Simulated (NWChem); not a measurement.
Everything below was run with NWChem. System: C2H3N, charge 1, spin multiplicity 2, at the geometry of a parent with another charge or spin, in a state set for the comparison that need not be this species' ground state. Its SCF solution wasn't tested for a lower state. Level: UPBE0/cc-pVDZ.

Output (cleaned and shortened):

```
             Northwest Computational Chemistry Package (NWChem) 7.3.0
             --------------------------------------------------------

                                NWChem Input Module
                                -------------------

 Scaling coordinates for geometry "geometry" by  1.889725989
 (inverse scale =  0.529177249)

 Turning off AUTOSYM since
 SYMMETRY directive was detected!

                             Geometry "geometry" -> ""
                             -------------------------

 Output coordinates in angstroms (scale by  1.889725989 to convert to a.u.)

  No.       Tag          Charge          X              Y              Z
 ---- ---------------- ---------- -------------- -------------- --------------
    1 C                    6.0000     0.00966800    -1.17910200     0.00000000
    2 C                    6.0000    -0.00231900     0.28088800     0.00000000
    3 N                    7.0000    -0.01179000     1.43905600     0.00000000
    4 H                    1.0000    -0.50311200    -1.56561500     0.89363400
    5 H                    1.0000    -0.50311200    -1.56561500    -0.89363400
    6 H                    1.0000     1.04465700    -1.55287800     0.00000000

 Effective nuclear repulsion energy (a.u.)      58.2834310453

            Nuclear Dipole moment (a.u.)
            ----------------------------
        X                 Y               Z
 ---------------- ---------------- ----------------
    -0.0000056692    -0.0000000000     0.0000000000

      Symmetry information
      --------------------

 Group name             Cs
 Group number              2
 Group order               2
 No. of unique centers     5

      Symmetry unique atoms

     1    2    3    4    6


 Summary of "ao basis" -> "" (spherical)
 ------------------------------------------------------------------------------
       Tag                 Description            Shells   Functions and Types
 ---------------- ------------------------------  ------  ---------------------
 *                          cc-pvdz                   on all atoms

                                 NWChem DFT Module
                                 -----------------

 Summary of "ao basis" -> "ao basis" (spherical)
 ------------------------------------------------------------------------------
       Tag                 Description            Shells   Functions and Types
 ---------------- ------------------------------  ------  ---------------------
 C                          cc-pvdz                  6       14   3s2p1d
 N                          cc-pvdz                  6       14   3s2p1d
 H                          cc-pvdz                  3        5   2s1p

 Summary of "ao basis" -> "ao basis" (spherical)
 ------------------------------------------------------------------------------
       Tag                 Description            Shells   Functions and Types
 ---------------- ------------------------------  ------  ---------------------
 C                          cc-pvdz                  6       14   3s2p1d
 N                          cc-pvdz                  6       14   3s2p1d
 H                          cc-pvdz                  3        5   2s1p

      Symmetry analysis of basis
      --------------------------

        a'         39
        a"         18

            General Information
            -------------------
          SCF calculation type: DFT
          Wavefunction type:  spin polarized.
          No. of atoms     :     6
          No. of electrons :    21
           Alpha electrons :    11
            Beta electrons :    10
          Charge           :     1
          Spin multiplicity:     2
          Use of symmetry is: on ; symmetry adaption is: on
          Maximum number of iterations: 100
          AO basis - number of functions:    57
                     number of shells:    27
          Convergence on energy requested:  1.00D-06
          Convergence on density requested:  1.00D-05
          Convergence on gradient requested:  5.00D-04

              XC Information
              --------------
                         PBE0 Method XC Functional
                     Hartree-Fock (Exact) Exchange  0.250
          PerdewBurkeErnzerhof Exchange Functional  0.750
[...]
    37     -0.482138  3 N  pz                34     -0.463815  3 N  pz
    44     -0.244415  4 H  s                 49      0.244415  5 H  s
    43     -0.166384  4 H  s                 48      0.166384  5 H  s
     9      0.081295  1 C  pz                11      0.057602  1 C  d -1

 Vector   14  Occ=0.000000D+00  E=-1.580668D-01  Symmetry=a'
              MO Center=  9.0D-02, -1.0D+00, -4.0D-16, r^2= 4.2D+00
   Bfn.  Coefficient  Atom+Function         Bfn.  Coefficient  Atom+Function
  ----- ------------  ---------------      ----- ------------  ---------------
     3      1.242920  1 C  s                 31      0.948849  3 N  s
    17     -0.930935  2 C  s                 54     -0.828973  6 H  s
    22     -0.733440  2 C  py                44     -0.708846  4 H  s
    49     -0.708846  5 H  s                 36     -0.359122  3 N  py
     2      0.310247  1 C  s                  8     -0.311203  1 C  py

                     DFT Final Beta Molecular Orbital Analysis
                     -----------------------------------------

 Vector    8  Occ=1.000000D+00  E=-7.261051D-01  Symmetry=a'
              MO Center=  1.6D-01, -9.5D-01,  4.0D-15, r^2= 1.6D+00
   Bfn.  Coefficient  Atom+Function         Bfn.  Coefficient  Atom+Function
  ----- ------------  ---------------      ----- ------------  ---------------
     4      0.423353  1 C  px                53      0.306824  6 H  s
    18      0.243970  2 C  px                 7      0.180926  1 C  px
    43     -0.157431  4 H  s                 48     -0.157431  5 H  s
    32      0.118077  3 N  px                21      0.114745  2 C  px
    54      0.051992  6 H  s                 35      0.043240  3 N  px

 Vector    9  Occ=1.000000D+00  E=-6.930501D-01  Symmetry=a'
              MO Center= -1.1D-02,  1.5D+00,  1.3D-15, r^2= 1.1D+00
   Bfn.  Coefficient  Atom+Function         Bfn.  Coefficient  Atom+Function
  ----- ------------  ---------------      ----- ------------  ---------------
    33      0.503735  3 N  py                31      0.370215  3 N  s
    19     -0.280200  2 C  py                30      0.268716  3 N  s
    36      0.247238  3 N  py                 5      0.140061  1 C  py
    16     -0.115996  2 C  s                  8      0.089447  1 C  py
     3      0.080499  1 C  s                 22      0.066749  2 C  py

 Vector   10  Occ=1.000000D+00  E=-6.547742D-01  Symmetry=a"
              MO Center= -9.3D-02,  1.4D-01, -2.1D-15, r^2= 2.4D+00
   Bfn.  Coefficient  Atom+Function         Bfn.  Coefficient  Atom+Function
  ----- ------------  ---------------      ----- ------------  ---------------
    34      0.419497  3 N  pz                20      0.311040  2 C  pz
     6     -0.289896  1 C  pz                37      0.223431  3 N  pz
    43     -0.210189  4 H  s                 48      0.210189  5 H  s
     9     -0.144986  1 C  pz                23      0.144130  2 C  pz
    25      0.056247  2 C  d -1              44     -0.056383  4 H  s

 Vector   11  Occ=0.000000D+00  E=-5.460499D-01  Symmetry=a'
              MO Center=  4.4D-02,  5.2D-01,  5.3D-16, r^2= 1.9D+00
   Bfn.  Coefficient  Atom+Function         Bfn.  Coefficient  Atom+Function
  ----- ------------  ---------------      ----- ------------  ---------------
    32      0.422350  3 N  px                18      0.393973  2 C  px
    35      0.236911  3 N  px                21      0.214072  2 C  px
     4     -0.187544  1 C  px                53     -0.185506  6 H  s
     7     -0.101779  1 C  px                43      0.093818  4 H  s
    48      0.093818  5 H  s                 54     -0.071389  6 H  s

 Vector   12  Occ=0.000000D+00  E=-2.598615D-01  Symmetry=a"
              MO Center= -4.7D-02,  4.8D-01,  6.3D-16, r^2= 2.0D+00
   Bfn.  Coefficient  Atom+Function         Bfn.  Coefficient  Atom+Function
  ----- ------------  ---------------      ----- ------------  ---------------
    20      0.525760  2 C  pz                23      0.514644  2 C  pz
    37     -0.492934  3 N  pz                34     -0.467039  3 N  pz
    44     -0.254637  4 H  s                 49      0.254637  5 H  s
    43     -0.166224  4 H  s                 48      0.166224  5 H  s
     9      0.090689  1 C  pz                11      0.058238  1 C  d -1

 Vector   13  Occ=0.000000D+00  E=-2.335279D-01  Symmetry=a'
              MO Center=  4.9D-02,  4.9D-01, -1.5D-15, r^2= 2.2D+00
   Bfn.  Coefficient  Atom+Function         Bfn.  Coefficient  Atom+Function
  ----- ------------  ---------------      ----- ------------  ---------------
    35     -0.525495  3 N  px                21      0.506913  2 C  px
    18      0.479205  2 C  px                32     -0.468037  3 N  px
    54     -0.363930  6 H  s                 53     -0.204006  6 H  s
    44      0.177722  4 H  s                 49      0.177722  5 H  s
     7      0.145279  1 C  px                43      0.101003  4 H  s

   alpha - beta orbital overlaps
   -----------------------------

   alpha      1      2      3      4      5      6      7      8      9     10
    beta      1      2      3      4      5      6      8      7      9     11
 overlap   1.000  1.000  1.000  0.999  0.999  0.997  0.888  0.998  0.997  0.885

   alpha     11     12     13     14     15     16     17     18     19     20
    beta     10     13     12     14     15     17     16     18     20     19
 overlap   0.998  0.990  1.000  0.998  0.990  0.988  1.000  0.999  0.994  1.000

   alpha     21     22     23     24     25     26     27     28     29     30
    beta     21     23     22     24     25     26     27     28     30     29
 overlap   0.999  0.993  1.000  0.993  1.000  0.962  0.968  0.998  0.995  1.000

   alpha     31     32     33     34     35     36     37     38     39     40
    beta     32     31     33     35     34     36     38     37     39     40
 overlap   0.998  0.999  0.995  0.995  0.998  1.000  0.999  0.969  0.969  0.999

   alpha     41     42     43     44     45     46     47     48     49     50
    beta     41     42     43     45     44     47     46     48     50     49
 overlap   0.998  0.999  0.993  0.980  0.977  0.987  0.977  1.000  0.999  1.000

   alpha     51     52     53     54     55     56     57
    beta     51     52     53     55     54     56     57
 overlap   0.918  0.918  1.000  0.999  1.000  0.999  0.999

     --------------------------
     Expectation value of S2:
     --------------------------
      <S2> =      0.7531 (Exact =     0.7500)

 center of mass
 --------------
 x =  -0.00175836 y =   0.21427017 z =   0.00000000

 moments of inertia (a.u.)
 ------------------
         196.701448886593           1.518051023704           0.000000000000
           1.518051023704          11.508864822567           0.000000000000
           0.000000000000           0.000000000000         196.713905978561

     Multipole analysis of the density
     ---------------------------------

     L   x y z        total         alpha         beta         nuclear
     -   - - -        -----         -----         ----         -------
     0   0 0 0      1.000000    -11.000000    -10.000000     22.000000

     1   1 0 0      0.061465     -0.012078      0.073548     -0.000006
     1   0 1 0     -1.169698     -1.228599      0.058901     -0.000000
     1   0 0 1     -0.000000      0.000000     -0.000000      0.000000

     2   2 0 0     -9.898786     -8.656006     -6.953332      5.710552
     2   1 1 0     -0.216911      0.490844      0.141931     -0.849686
     2   1 0 1      0.000000     -0.000000      0.000000      0.000000
     2   0 2 0     -7.080726    -61.155395    -55.289116    109.363786
     2   0 1 1      0.000000      0.000000     -0.000000      0.000000
     2   0 0 2    -10.976373     -8.587084     -8.092863      5.703573

 Task  times  cpu:        2.0s     wall:        2.0s

 Total times  cpu:        2.0s     wall:        2.0s
```

Question: Write an NWChem input that would produce this output.

Answer: Several could match; the one computed here: 
```
start mol
memory heap 200 mb stack 900 mb global 1100 mb
charge 1
geometry units angstroms nocenter noautoz
  C      0.009668    -1.179102     0.000000
  C     -0.002319     0.280888     0.000000
  N     -0.011790     1.439056     0.000000
  H     -0.503112    -1.565615     0.893634
  H     -0.503112    -1.565615    -0.893634
  H      1.044657    -1.552878     0.000000
  symmetry group Cs
end
basis spherical
  * library cc-pvdz
end
dft
  xc pbe0
  odft
  mult 2
  semidirect memsize 60000000 filesize 0
  iterations 100
end
task dft energy
```
